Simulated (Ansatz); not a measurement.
# BSiH2+ (singlet): from Hartree-Fock to the top rungs, cc-pVTZ

Aim: climb from Hartree-Fock through coupled cluster for BSiH2+ (singlet) at one geometry and basis, and see what each rung misses.

Computed with Ansatz 0.2.0, Gaussian basis. Level: cc-pVTZ, correlated electrons: outside noble gas.

Plan: UHF; CCSD(T) on RHF; CCSD(T) on UHF; BCCD(T) on RHF; CCSDT(Q) on RHF; CCSDT(Q) on UHF.

## 1. The system

The geometry is a PBE0/def2-TZVP stationary point (not a proven minimum) of the parent state, kept for this charge and spin.

4 atoms, charge 1, spin multiplicity 1.

Atoms are counted from 1 here; the program's logs count them from 0.

Bond lengths: Si1–B2 1.925 Å, B2–H3 1.203 Å, B2–H4 1.203 Å. Angles: Si1–B2–H3 121.5°, Si1–B2–H4 121.5°, H3–B2–H4 117.1°.

Geometry (Å):

```
Si    0.0000    0.0000    0.6345
B     0.0000    0.0000   -1.2907
H     0.0000   -1.0258   -1.9185
H     0.0000    1.0258   -1.9185
```

In the tables R marks a restricted determinant and U an unrestricted one; correlation energies count from the lowest restricted Hartree-Fock solution.

## 2. UHF

Input file in.yaml:

```yaml
crystal:
  periodic: [false, false, false]
  atoms:
    - {symbol: Si, position_ang: [0.000000, 0.000000, 0.634524]}
    - {symbol: B, position_ang: [0.000000, 0.000000, -1.290679]}
    - {symbol: H, position_ang: [0.000000, -1.025810, -1.918468]}
    - {symbol: H, position_ang: [0.000000, 1.025810, -1.918468]}
basis:
  gaussian: {orbitals: cc-pVTZ}
total_charge: 1
magnetization: {spin_polarized: true, initial_magnetization: 0}
hamiltonian: {xc: hf}
output: {orbitals: {seedname: orbitals}}
```

On the command line:

```
ansatz run in.yaml --threads 1 --pin off --events-out ev --progress --plain --max-ram 2816MiB --backend cpu
```

The runs that follow: CCSD(T) on RHF; CCSD(T) on UHF; BCCD(T) on RHF; CCSDT(Q) on RHF; CCSDT(Q) on UHF.

**Question.** What will the summary of the whole plan be? Wanted: correlation energy, RCCSDT(Q); RMP2 from RCCSDT(Q); UMP2 from RCCSDT(Q); RCCSD from RCCSDT(Q); RCCSD(T) from RCCSDT(Q); UCCSD(T) from RCCSDT(Q); UCCSDT(Q) from RCCSDT(Q); T1 diagnostic.

**Answer**, as computed:

| quantity | value |
| --- | --- |
| correlation energy, RCCSDT(Q) | -5.5190 eV |
| RMP2 from RCCSDT(Q) | +1186.4 meV |
| UMP2 from RCCSDT(Q) | +1356.1 meV |
| RCCSD from RCCSDT(Q) | +188.6 meV |
| RCCSD(T) from RCCSDT(Q) | +34.4 meV |
| UCCSD(T) from RCCSDT(Q) | +49.7 meV |
| UCCSDT(Q) from RCCSDT(Q) | +2.3 meV |
| levels of the table within 1 kcal/mol (43 meV) | RCCSD(T), BCCD(T), RCCSDT, UCCSDT, UCCSDT(Q) |
| T1 diagnostic | 0.014 |

In words: RCCSD(T) lands +34.4 meV from the yardstick (0.6 % of the correlation energy). These misses are within one basis, not against nature; the frozen cores of restricted and unrestricted runs differ, which can shift their rows.
